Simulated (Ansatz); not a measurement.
in.yaml

```yaml
crystal:
  periodic: [false, false, false]
  atoms:
    - {symbol: B, position_ang: [-0.151163, 0.000000, 0.000000]}
    - {symbol: H, position_ang: [-0.747896, 1.033571, 0.000000]}
    - {symbol: H, position_ang: [-0.747896, -1.033571, 0.000000]}
    - {symbol: H, position_ang: [1.042302, 0.000000, 0.000000]}
    - {symbol: H, position_ang: [2.074837, 0.000000, 0.000000]}
basis:
  gaussian: {orbitals: 6-31G}
magnetization: {spin_polarized: true, initial_magnetization: 1}
hamiltonian: {xc: {name: PBE}}
correlation: {method: rpa, electrons: outside_noble_gas}
```

```sh
$ ansatz run in.yaml --threads 1 --pin off --events-out ev --progress --plain --max-ram 2393MiB
```

Log:

```
254 factors; integrals over basis functions are off by at most 4.2e-4 eV
mean field evaluation 1: about -734.5559 eV, gradient 8.6e0 eV
mean field evaluation 2: about -734.5320 eV, gradient 8.7e0 eV
mean field evaluation 4: about -735.1537 eV, gradient 1.3e0 eV
mean field evaluation 8: about -735.1639 eV, gradient 4.1e-3 eV
mean field evaluation 16: about -732.0972 eV, gradient 1.1e1 eV
mean field evaluation 32: about -733.3710 eV, gradient 3.1e0 eV
mean field -735.16394101 eV, -27.0167765201 hartree, gradient 1.9e-6 eV, S^2 0.752248; 4 other end points of the search recorded, 0 dependent functions left out
1 core orbitals not correlated: weight in the atoms' cores, before any rotation towards them, 1.000 or more for the frozen orbitals, at most 0.000 for the correlated occupied ones
reference -730.14139769 eV, -26.8322014577 hartree; 4, 3 occupied and 12, 13 virtual orbitals, 254 factors
Total energy: -733.88940808 eV, -26.9699382987 hartree
```

Ran on 1 thread of Intel Xeon Platinum 8259CL, shared host: 1.9 s wall, 0.13 GiB peak host memory.
